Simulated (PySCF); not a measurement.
# C3H7FO2: electronic excitations and core binding energies

Wanted: the electronic excitations and core binding energies of C3H7FO2 (`COCOCF`), by calculation.

The runs use PySCF 2.14.0, with density-fitted response routines of our own; the level of theory stands in each step. All values are computed, except where a source is named. Atoms are numbered from 0 throughout.

## 1. The starting structure

13 atoms, charge 0, multiplicity 1; geometry from: GFN2-xTB.

Bonds of the start (Å): C0–O1 1.42, O1–C2 1.39, C2–O3 1.42, O3–C4 1.37, C4–F5 1.38, C0–H6 1.09, C0–H7 1.09, C0–H8 1.10, C2–H9 1.10, C2–H10 1.10, C4–H11 1.10, C4–H12 1.09.

## 2. TDDFT and polarisability: wB97X-D/def2-SVPD

What the job is given:

```
{"job": {"kind": "uv", "xc": "wB97X-D", "basis": "def2-SVPD", "nstates": 8, "ntriplets": 3}, "charge": 0, "multiplicity": 1}
C     -1.813497     0.019711    -0.530096
O     -1.049423    -0.175016     0.645308
C      0.102082    -0.920670     0.448728
O      1.080698    -0.233068    -0.310040
C      1.653243     0.830708     0.340300
F      2.545082     0.396137     1.294011
H     -1.229737     0.530910    -1.301054
H     -2.662886     0.634376    -0.242119
H     -2.165352    -0.940370    -0.922896
H     -0.094860    -1.840180    -0.120285
H      0.487159    -1.163694     1.446362
H      0.917844     1.454310     0.870824
H      2.225259     1.407333    -0.393953
```

Method: TDDFT wB97X-D/def2-SVPD, vertical, gas phase, core orbitals frozen in the response.

**Question.** This job is followed by: delta-SCF UKS SCAN, pcX-2 on the ionised atom, pcseg-1 elsewhere, spin-free X2C. What will the session give for the following? lowest singlet (wB97X-D/def2-SVPD); brightest single state of those computed; lowest triplet; C1s binding energies, SCAN/pcX-2; O1s binding energies, SCAN/pcX-2; F1s binding energies, SCAN/pcX-2.

The runs gave:

```
                                quantity                               value
      lowest singlet (wB97X-D/def2-SVPD)         8.19 eV (151 nm), f = 0.009
brightest single state of those computed         state 5, 9.24 eV, f = 0.049
                          lowest triplet                             8.07 eV
        C1s binding energies, SCAN/pcX-2  C4 294.58, C2 293.81, C0 292.43 eV
        O1s binding energies, SCAN/pcX-2             O3 539.07, O1 538.88 eV
        F1s binding energies, SCAN/pcX-2                        F5 692.44 eV
```

The lowest singlet, at 8.19 eV, is HOMO→LUMO 0.85 and is weak; of the 8 states computed, the strongest absorption comes from state 5 at 9.24 eV (the last state computed is bright too, and its partners may lie past the list). The lowest triplet lies 0.12 eV below the lowest singlet (triplets in Tamm-Dancoff, singlets in full TDDFT). C4 (sp3 CH2 bonded to F and O) binds its C1s electron 2.15 eV more tightly than C0 (methyl carbon bonded to O). O3 (ether oxygen) binds its O1s electron 0.19 eV more tightly than O1 (ether oxygen).
